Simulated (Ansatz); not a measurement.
Si₂B (the lowest doublet isomer of a short search). Total charge 0; doublet. Geometry PBE0-D4/def2-TZVP, basis def2-TZVP, Ansatz.

Cartesian coordinates in Å:
```
B 0.626 0.312 0.623
Si -1.028 -0.502 0.580
Si 0.402 0.189 -1.203
```

| run | HOMO (eV) | LUMO (eV) |
| --- | --- | --- |
| A | -5.73 | -4.78 |
| B | -6.76 | -3.99 |
| C | -7.85 | -2.95 |
| D | -8.53 | -2.25 |
| E | -5.84 | -4.78 |
| F | -6.06 | -4.60 |

The structure comes from a short search, and lower isomers may exist.

HOMO and LUMO are taken over both spins.

**Question.** The runs used B97M-V, CAM-B3LYP, PBE, PBE0, r2SCAN, ωB97M-V. Estimate which is which.

**Answer.** A PBE (0 % exact exchange); B PBE0 (25 % exact exchange); C CAM-B3LYP (range-separated); D ωB97M-V (range-separated); E B97M-V (0 % exact exchange); F r2SCAN (0 % exact exchange). Exact exchange lowers occupied and raises empty levels; among semilocal functionals meta-GGAs tend to open the gap a little, and such runs are hard to tell apart. The gap grows from 0.95 eV (PBE) to 6.28 eV (ωB97M-V). At r2SCAN-D4/def2-TZVP the charge 0 doublet is spin-contaminated (final ⟨S²⟩ up to 0.86, 0.75 for a pure state).
